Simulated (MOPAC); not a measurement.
MOPAC input (PM3):

```
PM3 FORCE THERMO(298,298) PRECISE LET CHARGE=-1 GEO-OK AUX(PRECISION=9) THREADS=1
C3H7O

O     0.10187176 1    1.42825180 1   -0.10778818 1
C     0.01421772 1    0.19376613 1    0.33898648 1
H     0.01254371 1    0.15134833 1    1.47363390 1
C    -1.29466000 1   -0.54342419 1   -0.10407510 1
C     1.20407337 1   -0.72189959 1   -0.10702703 1
H    -1.35770436 1   -0.63714827 1   -1.19545034 1
H     1.25055906 1   -0.82342607 1   -1.19854575 1
H    -2.18613036 1    0.00650040 1    0.22127095 1
H     2.16538752 1   -0.30425258 1    0.21614125 1
H    -1.36778437 1   -1.55725528 1    0.31333445 1
H     1.13332417 1   -1.73590133 1    0.31040181 1
```

Problem. Which zero-point energy does it print?

Solution. 58.53 kcal/mol, from the harmonic wavenumbers of PM3.
